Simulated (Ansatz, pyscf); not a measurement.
HN=SiH–F (SMILES N=[SiH]F) -> HN=Si: (SMILES N=[Si]) [singlet] + HF (SMILES F), a 1,1-elimination on the singlet surface: F–Si, H–Si broken, F–H formed. Optimised with ωB97X-D3(BJ)/def2-SVP in PySCF. Wave-function energies: Ansatz (an electronic-structure program), frozen core, RHF or UHF references. In kcal/mol, from the reactant's lowest minimum found.

```tsv
level	barrier	reaction energy
r²SCAN/def2-TZVP	70.80	+40.48
PBE0-D3(BJ)/def2-TZVP	71.22	+37.38
CCSD(T)/cc-pV(D+d)Z	71.67	+25.20
CCSDT(Q)/cc-pV(D+d)Z	(withheld)	(withheld)
CCSD(T)/cc-pV(T+d)Z	74.65	+32.08
CCSD(T)/cc-pV(Q+d)Z	(withheld)	+34.06
```

Problem. Fill in the missing entries.

Solution. 
- CCSDT(Q)/cc-pV(D+d)Z, barrier: 71.10
- CCSDT(Q)/cc-pV(D+d)Z, reaction energy: +25.04
- CCSD(T)/cc-pV(Q+d)Z, barrier: 75.16

In cc-pV(D+d)Z, going from CCSD(T) to CCSDT(Q) shifts the barrier by -0.57 and the reaction energy by -0.16 kcal/mol. With HF in the quadruple-zeta basis and the correlation energy extrapolated as X⁻³ from X = 3, 4, CCSD(T) gives 75.17 and +34.94; adding the double-zeta shift gives ΔE‡ = 74.61 and ΔE = +34.78 kcal/mol, without core correlation, relativity or geometry relaxation at these levels. HN=SiH–F lies 25.76 kcal/mol over its isomer H₂N–Si:–F [singlet] (electronic energy, ωB97M-D3(BJ)/def2-TZVP). This is the saddle that the search found; another between the same sides may lie lower.
